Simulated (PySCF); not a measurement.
**AlCl and its ions**

PBE; PySCF, no relativity, basis sets Al def2-TZVPPD, Cl def2-TZVPPD. Neutral (UKS): singlet (closed shell), Re = 2.165 Å, ωe = 455 cm⁻¹, De = 5.25 eV, HOMO -6.12 eV, LUMO -2.43 eV.

AlCl⁺ (UKS): doublet (σ ↑), Re = 2.043 Å, ωe = 571 cm⁻¹, De = 2.20 eV to Al⁺ + Cl. The energies at the minima are -702.38009 hartree for AlCl and -702.04502 for AlCl⁺.

Q: Work out the adiabatic ionisation energy, without and with harmonic zero-point energies (1 hartree = 27.2114 eV, 1 eV = 8065.5 cm⁻¹), and the change of the bond length.

A: At PBE: 0.33507 hartree = 9.118 eV between the minima; the zero-point term (571.0 − 455.0)/2 cm⁻¹ = +0.007 eV makes it 9.125 eV. Re changes by -12.2 pm against the neutral. Minus the HOMO energy is 6.12 eV, -3.00 eV from the value between the minima; self-interaction puts the Kohn–Sham level too high, less so with exact exchange. The electron leaves a σ orbital, and the shorter bond of the ion fits an antibonding orbital, or a change in how ionic the bond is.

AlCl⁻ (UKS): doublet (π ↑), Re = 2.324 Å, ωe = 317 cm⁻¹, De = 1.72 eV to Al + Cl⁻. The energies at the minima are -702.38009 hartree for AlCl and -702.38460 for AlCl⁻.

Q: Work out the adiabatic electron affinity, without and with harmonic zero-point energies (1 hartree = 27.2114 eV, 1 eV = 8065.5 cm⁻¹), and the change of the bond length.

A: At PBE: 0.00451 hartree = 0.123 eV between the minima; the zero-point term (455.0 − 317.0)/2 cm⁻¹ = +0.009 eV makes it 0.131 eV. Re changes by +15.9 pm against the neutral. The electron enters a π orbital, and the longer bond of the ion fits an antibonding orbital, or a change in how ionic the bond is.

For an ion De counts to the pair picked by the measured ionisation energies or electron affinities, which need not be the lowest pair at this level. The highest Kohn–Sham level is positive in this anion. Much of that is self-interaction error, but it also means that the finite basis helps to hold the extra electron. States were picked by a PBE0 search and need not be the measured ground states.
